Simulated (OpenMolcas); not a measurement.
# doublet C4H5N+ at 6 levels

Aim: a comparison of 6 runs (U-revPBE/def2-SVP, UB3LYP/def2-SVP, UBHLYP/def2-SVP, UM06-2X/def2-SVP, UPBE0/def2-SVP, ROMP2/def2-SVP) of doublet C4H5N+. 

The calculation is run with OpenMolcas 26.06.

### 1 The structure to begin with

C4H5N+ has 10 atoms, charge +1, and is taken as a doublet. SMILES of the parent species: `C=CCC#N`. The shape is that of a PBE0-D4/def2-TZVP optimisation. This is one conformer, not always the lowest. That shape belongs to the parent species and isn't relaxed for this state.

Bond lengths: C1–C2 1.322 Å, C2–C3 1.502 Å, C3–C4 1.453 Å, C4–N5 1.149 Å, C1–H6 1.085 Å, C1–H7 1.083 Å, C2–H8 1.086 Å, C3–H9 1.096 Å, C3–H10 1.096 Å. Some angles: C1–C2–C3 125.6°, C2–C3–C4 113.9°, C3–C4–N5 179.2°, C1–C2–H8 120.3°, C3–C2–H8 114.1°, C2–C1–H6 121.8°, C2–C1–H7 120.8°, C2–C3–H9 110.1°, C2–C3–H10 110.1°, C4–C3–H9 108.3°.

### 2 A single-point energy at U-revPBE/def2-SVP (run 1)

File job.inp:

```
&gateway
baslib=$CurrDir
coord
10
angstrom
C       -1.129800      -0.688300      -0.726400
C       -0.331500      -0.736700       0.326700
C        0.719500       0.278700       0.674500
C        0.811600       1.377200      -0.272100
N        0.873900       2.238900      -1.029700
H       -1.078900       0.123300      -1.444900
H       -1.863000      -1.465500      -0.902800
H       -0.403000      -1.561200       1.030500
H        0.524400       0.697000       1.668600
H        1.702000      -0.202800       0.738800
basis=def2-SVP
group=NoSym
&seward
gridinput
Grid=UltraFine
End of Grid
&scf
uhf
charge=1
spin=2
ksdft=revPBE
thresholds=1e-10 1e-07 1e-07 1e-05
prorbitals=1 1
```

The basis set def2-SVP is read from a file made from the Basis Set Exchange's data (not shown).

Run with:

```
export MOLCAS_MEM=1860
pymolcas job.inp > job.log
```

Output:

```text
--- Start Module: gateway ---
[...]
--- Stop Module: gateway /rc=_RC_ALL_IS_WELL_ ---
--- Start Module: seward ---
[...]
      Basis functions           95
--- Stop Module: seward /rc=_RC_ALL_IS_WELL_ ---
[...]
--- Start Module: scf ---
[...]
       Convergence after  30 Iterations
[...]
::    Total KS-DFT energy                            -209.5571013545
[...]
      Total spin, S                                     0.5009072165
[...]
      Total electronic charge=   35.000000
      Total            charge=    1.000000
[...]
      Dipole Moment (debye):
      Origin of the operator (angstrom)=    0.1782    0.4728   -0.1982
                   X= -1.7659E+00               Y= -4.8979E+00               Z=  2.5138E+00           Total=  5.7816E+00
      Center of Charge (angstrom)
[...]
--- Stop Module: scf /rc=_RC_ALL_IS_WELL_ ---
[...]
```

Wall time 92 s (1 thread of Arm Neoverse V2, shared host); peak memory 0.52 GiB.

### 3 A single-point energy at UB3LYP/def2-SVP (run 2)

File calc.input:

```
* C4H5N Kohn-Sham DFT
&gateway
baslib = $CurrDir
coord
10
angstrom
C       -1.129800      -0.688300      -0.726400
C       -0.331500      -0.736700       0.326700
C        0.719500       0.278700       0.674500
C        0.811600       1.377200      -0.272100
N        0.873900       2.238900      -1.029700
H       -1.078900       0.123300      -1.444900
H       -1.863000      -1.465500      -0.902800
H       -0.403000      -1.561200       1.030500
H        0.524400       0.697000       1.668600
H        1.702000      -0.202800       0.738800
basis = def2-SVP
group = NoSym
&seward
gridinput
Grid=UltraFine
End of Grid
&scf
uhf
charge = 1
spin = 2
ksdft = B3LYP
thresholds = 1e-10 1e-07 1e-07 1e-05
prorbitals = 1 1
```

The basis set def2-SVP is read from a file made from the Basis Set Exchange's data (not shown).

Run with:

```
export MOLCAS_MEM=1860
pymolcas calc.input > calc.log
```

Output:

```text
--- Start Module: gateway ---
[...]
--- Stop Module: gateway /rc=_RC_ALL_IS_WELL_ ---
--- Start Module: seward ---
[...]
      Basis functions           95
--- Stop Module: seward /rc=_RC_ALL_IS_WELL_ ---
[...]
--- Start Module: scf ---
[...]
       Convergence after  26 Iterations
[...]
::    Total KS-DFT energy                            -209.6077094172
[...]
      Total spin, S                                     0.5011983901
[...]
      Total electronic charge=   35.000000
      Total            charge=    1.000000
[...]
      Dipole Moment (debye):
      Origin of the operator (angstrom)=    0.1782    0.4728   -0.1982
                   X= -2.3218E+00               Y= -5.7048E+00               Z=  2.5912E+00           Total=  6.6820E+00
      Center of Charge (angstrom)
[...]
--- Stop Module: scf /rc=_RC_ALL_IS_WELL_ ---
[...]
```

It took 84 s on 1 thread of Arm Neoverse V2, shared host; peak memory 0.52 GiB.

Runs 3 to 4 aren't shown in full; the table further down has their settings and results.

### 4 The energy at UPBE0/def2-SVP (run 5)

File job.inp:

```
&GATEWAY
  BasLib=$CurrDir
  Coord
  10
  bohr
  C     -2.13501258    -1.30069849    -1.37269706
  C     -0.62644421    -1.39216124     0.61737352
  C      1.35965795     0.52666667     1.27462027
  C      1.53370172     2.60253082    -0.51419448
  N      1.65143166     4.23090782    -1.94585099
  H     -2.03882552     0.23300323    -2.73046528
  H     -3.52055977    -2.76939364    -1.70604475
  H     -0.76155963    -2.95024043     1.94736277
  H      0.99097238     1.31713911     3.15319701
  H      3.21631386    -0.38323646     1.39612966
  Basis=def2-SVP
  Group=NoSym

&SEWARD
  GridInput
  Grid=UltraFine
  End of Grid

&SCF
  UHF
  Charge=1
  Spin=2
  KSDFT=PBE0
  Thresholds=1e-10 1e-07 1e-07 1e-05
  PrOrbitals=1 1
```

The basis set def2-SVP is read from a file made from the Basis Set Exchange's data (not shown).

Run with:

```
export MOLCAS_MEM=1860
pymolcas job.inp > job.log
```

Output:

```text
--- Start Module: gateway ---
[...]
--- Stop Module: gateway /rc=_RC_ALL_IS_WELL_ ---
--- Start Module: seward ---
[...]
      Basis functions           95
--- Stop Module: seward /rc=_RC_ALL_IS_WELL_ ---
[...]
--- Start Module: scf ---
[...]
       Convergence after  26 Iterations
[...]
::    Total KS-DFT energy                            -209.3499612006
[...]
      Total spin, S                                     0.5013062536
[...]
      Total electronic charge=   35.000000
      Total            charge=    1.000000
[...]
      Dipole Moment (debye):
      Origin of the operator (angstrom)=    0.1782    0.4728   -0.1982
                   X= -2.5659E+00               Y= -6.0787E+00               Z=  2.6443E+00           Total=  7.1082E+00
      Center of Charge (angstrom)
[...]
--- Stop Module: scf /rc=_RC_ALL_IS_WELL_ ---
[...]
```

Run time: 81 s. Hardware: 1 thread of Arm Neoverse V2, shared host; peak memory 0.52 GiB.

### 5 The energy at ROMP2/def2-SVP (run 6)

File geom.xyz:

```xyz
10

C     -1.129800    -0.688300    -0.726400
C     -0.331500    -0.736700     0.326700
C      0.719500     0.278700     0.674500
C      0.811600     1.377200    -0.272100
N      0.873900     2.238900    -1.029700
H     -1.078900     0.123300    -1.444900
H     -1.863000    -1.465500    -0.902800
H     -0.403000    -1.561200     1.030500
H      0.524400     0.697000     1.668600
H      1.702000    -0.202800     0.738800
```

File mol.inp:

```
>>> EXPORT MOLCAS_PRINT=2

&GATEWAY
 BASLIB = $CurrDir
 COORD = geom.xyz
 BASIS = def2-SVP
 GROUP = NoSym

&SEWARD

&SCF
 UHF
 CHARGE = 1
 SPIN = 2
 THRESHOLDS = 1e-10 1e-07 1e-07 1e-05
 PRORBITALS = 1 1

&RASSCF
 FILEORB = $Project.UnaOrb
 SPIN = 2
 NACTEL = 1 0 0
 INACTIVE = 17
 RAS2 = 1
 OUTORBITALS = Canonical
 ORBLISTING = Nothing

&CASPT2
 IPEA = 0.0
 FROZEN = 5
```

The basis set def2-SVP is read from a file made from the Basis Set Exchange's data (not shown).

Run with:

```
export MOLCAS_MEM=1860
pymolcas mol.inp > mol.log
```

Output:

```text
--- Start Module: gateway ---
[...]
--- Stop Module: gateway /rc=_RC_ALL_IS_WELL_ ---
[...]
      Basis functions           95
[...]
       Convergence after  33 Iterations
[...]
::    Total SCF energy                               -208.3073195413
[...]
      Total spin, S                                     0.5026946933
[...]
--- Start Module: rasscf ---
[...]
      Number of active orbitals                  1
[...]
      Spin quantum number                      0.5
[...]
      Active orbitals                            1
[...]
      Number of CSFs                             1
[...]
      Number of root(s) required                 1
[...]
      Convergence after  6 iterations
[...]
      printout of CI-coefficients larger than  0.05 for root  1
      energy=    -208.305052
      conf/sym  1     Coeff  Weight
             1  u   1.00000 1.00000
      Natural orbitals and occupation numbers for root  1
      sym 1:   1.000000
      ************************************************************************************************************************
      *                                                    Final results                                                     *
[...]
::    RASSCF root number  1 Total energy:   -208.30505228
[...]
      Total electronic charge=   35.000000
      Total            charge=    1.000000
[...]
      Dipole Moment (debye):
      Origin of the operator (angstrom)=    0.1782    0.4728   -0.1982
                   X= -3.4932E+00               Y= -7.3027E+00               Z=  2.6562E+00           Total=  8.5198E+00
      Center of Charge (angstrom)
[...]
--- Stop Module: rasscf /rc=_RC_ALL_IS_WELL_ ---
[...]
--- Start Module: caspt2 ---
[...]
 ###    WARNING: User changed nr of frozen orbitals.                         ###
 ###############################################################################
[...]
      E2 (Variational):          -0.6376987194
      Total energy:            -208.9427509974
[...]
      Reference weight:           0.81633
[...]
::    CASPT2 Root  1     Total energy:   -208.94275100
[...]
--- Stop Module: caspt2 /rc=_RC_ALL_IS_WELL_ ---
[...]
```

Run time: 19 s. Hardware: 1 thread of Arm Neoverse V2, shared host; peak memory 0.52 GiB.

### 6 The series

| run | level | integration grid | frozen core orbitals | energy (Eh) | HOMO energy (eV) | LUMO energy (eV) | ⟨S²⟩ | wall time |
| --- | --- | --- | --- | --- | --- | --- | --- | --- |
| 1 | U-revPBE/def2-SVP | UltraFine | – | -209.557101 | -13.72 | -13.30 | 0.752 | 92 s |
| 2 | UB3LYP/def2-SVP | UltraFine | – | -209.607709 | -14.50 | -12.85 | 0.752 | 84 s |
| 3 | UBHLYP/def2-SVP | UltraFine | – | -209.478207 | -15.63 | -11.48 | 0.752 | 77 s |
| 4 | UM06-2X/def2-SVP | UltraFine | – | -209.503090 | -15.82 | -11.51 | 0.753 | 1.9 min |
| 5 | UPBE0/def2-SVP | UltraFine | – | -209.349961 | -14.67 | -12.62 | 0.753 | 81 s |
| 6 | ROMP2/def2-SVP | – | 5 | -208.942751 | – | – | – | 19 s |

### 7 Summary of results

| quantity | value |
| --- | --- |
| run 6: total energy | -208.94275 Eh |

Totals of different functionals can't be ranked against each other. All runs together took 7.8 min, the longest 1.9 min.
